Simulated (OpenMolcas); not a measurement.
## An input for PH3 (phosphine)

PH3: 4 atoms, total charge 0, spin state singlet. As SMILES, `P`. The shape is that of a PBE0-D4/def2-TZVP optimisation.

```xyz
4

P     0.3460   -0.3265   -0.3328
H     0.6309   -0.0340    1.0270
H    -1.0055   -0.6630   -0.0572
H     0.0287    1.0235   -0.6369
```

Settings wanted:

```
method                    : DFT
reference                 : RKS
relativity                : none
symmetry                  : none
basis set                 : 6-31G*
task                      : gradient
functional                : B3LYP
nucleus                   : point
integration grid          : UltraFine
SCF convergence threshold : 1e-10
d and f functions         : spherical
```

Question: Give an OpenMolcas 26.06 job that does this.

Answer: One that was run (others would do as well):

calc.inp:
```
* H3P Kohn-Sham DFT
>>> EXPORT MOLCAS_PRINT=2
&GATEWAY
BASLIB=$CurrDir
COORD
4
bohr
P      0.65384524    -0.61699558    -0.62890085
H      1.19222821    -0.06425069     1.94074873
H     -1.90011962    -1.25288842    -0.10809233
H      0.05423514     1.93413469    -1.20356657
BASIS=6-31Gs
GROUP=NoSym
&SEWARD
GRIDINPUT
Grid=UltraFine
End of Grid
&SCF
KSDFT=B3LYP
THRESHOLDS=1e-10 1e-07 1e-07 1e-05
PRORBITALS=0
&ALASKA
```

```bash
$ export MOLCAS_MEM=1860
$ pymolcas calc.inp > calc.log
```

(Basis files named in the input come from the Basis Set Exchange and aren't shown.)

Calculated total energy: -343.13778 Eh, largest force 0.107 eV/Å.
